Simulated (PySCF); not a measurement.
Values are calculated unless marked as measured or tabulated.
C2H5O2

The system: C2H5O2, a small molecule (built as: C site whose three back bonds go to CH3, OH, OH); neutral, doublet. The structure, one conformer, was relaxed in the gas phase by PBE0-D3(BJ)/def2-SVP. No frequency run checks that it is a minimum.

SMILES: C[C](O)O

Coordinates in Å:
```
C1     -0.404    0.008    0.276
C2      0.915   -0.498   -0.199
O3     -0.592    1.370    0.312
O4     -1.461   -0.609   -0.306
H5      1.737   -0.084    0.403
H6      1.091   -0.221   -1.257
H7      0.950   -1.593   -0.122
H8      0.067    1.751    0.900
H9     -2.257   -0.146   -0.016
```

EPR values by unrestricted B3LYP, IGLO-III on C O, pcH-1 on H.

(1) Predict g and the largest hyperfine couplings. Where does the spin sit?

(2) How do the isotropic couplings move with BHandHLYP?

Results:

(1) g = 2.0020, 2.0033, 2.0036. The spin sits on C1 (89 %, bonded to 1 C + 2 O) by Mulliken populations.
```csv
atom,isotope,isotropic (MHz),"dipolar, principal values (MHz)"
C1,13C,285.8,"-70.8, -69.7, 140.5"
H6,1H,97.0,"-4.4, -2.8, 7.1"
O3,17O,-16.3,"-43.3, 20.9, 22.4"
O4,17O,-11.8,"-44.6, 21.4, 23.2"
C2,13C,41.0,"-4.7, -3.3, 8.0"
H5,1H,18.3,"-6.2, -4.8, 11.0"
```

(2) C1 285.8 to 327.8 MHz, H6 97.0 to 99.1 MHz, O3 -16.3 to -20.0 MHz, O4 -11.8 to -18.0 MHz.
